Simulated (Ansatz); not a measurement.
Computed with Ansatz on PBE0-D4/def2-TZVP structures; ΔE is electronic, products minus reactants. CCSD(T)/CBS adds triple-zeta CCSD(T) − MP2 to the extrapolated MP2 energy (def2 sets, frozen cores). This one scheme is used for every species. Functionals use def2-TZVPP. HSE06 is defined as in plane-wave codes. Each species was taken in one conformer, which may not be the lowest.

`N/C(F)=N/CF` → `[CH]F` + `N=C(N)F`  (formal loss of a carbene)

```json
{"level": "HSE06-D4", "ΔE (kJ/mol)": "378.8"}
{"level": "PBE0", "ΔE (kJ/mol)": "374.0"}
{"level": "HF/def2-TZVPP", "ΔE (kJ/mol)": "311.7"}
{"level": "MP2/CBS(def2)", "ΔE (kJ/mol)": "378.7"}
```

Q: What does CCSD(T)/CBS give? (Best estimate.)

A: The calculation gave: +351.4 kJ/mol. The listed levels differ from it by 27.4, 22.6, -39.7, 27.3 kJ/mol.

Largest T1 diagnostic among the species: 0.018.

In def2-TZVPP, CCSD(T) changes the Hartree–Fock value by +35.1 kJ/mol (the triples alone add +2.9 kJ/mol) and MP2 by +62.3 kJ/mol. From r2SCAN to r2SCAN0 (25 % exact exchange), in def2-TZVPP and without D4, ΔE moves by +4.4 kJ/mol.

CCSD(T)/CBS has its own doubt, a few kJ/mol and more with outer-core shells, so smaller differences from it don't rank the levels.
